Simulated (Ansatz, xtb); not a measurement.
## A geometry optimisation of CH3Al− with r2SCAN-D4/def2-SVPD

The starting geometry of this gas-phase doublet has its atoms placed at random.

```xyz
5

C     0.3322    0.9471    0.8445
Al   -0.4720   -0.3119   -0.7212
H    -0.0858    1.8818    0.8455
H     0.0136   -1.9339    0.3901
H    -1.4919   -0.1300    0.2872
```

Task: One run relaxed it with r2SCAN-D4/def2-SVPD. What is a likely outcome?

Result: It ends as a structure given below by its coordinates. Distances that change by over a tenth: C1–Al2 (2.16 → 1.82 Å), Al2–H5 (1.45 → 1.63 Å). Contacts that close: Al2–H4 (2.03 → 1.63 Å).

The energy falls by 3.01 eV over 11 steps:

| step | E − E(last) (eV) |
| --- | --- |
| 1 | 3.014 |
| 2 | 1.720 |
| 3 | 1.131 |
| 4 | 0.595 |
| 5 | 0.347 |
| 7 | 0.075 |
| 8 | 0.013 |
| 9 | 0.005 |
| 10 | 0.000 |
| 11 | 0.000 |

Final geometry (Å):

```csv
atom,x (Å),y (Å),z (Å)
C,0.1908,1.1629,0.6306
Al,-0.5924,-0.4175,0.1862
H,0.6607,2.1135,0.9000
H,0.2329,-1.8044,-0.0359
H,-2.1960,-0.6013,-0.0348
```

From the same start GFN2-xTB ends elsewhere, differing in C1–H5 (1.12 against 3.04 Å here), Al2–H4 (1.98 against 1.63 Å here), Al2–H5 (2.53 against 1.63 Å here).

From so rough a start the end depends on the optimiser's path, so another program may land elsewhere. The end wasn't checked by frequencies. Open shells are spin-unrestricted. Run with Ansatz 0.2.0, 18 s on 2 threads of Intel(R) Xeon(R) Platinum 8488C (Sapphire Rapids), on a shared host.
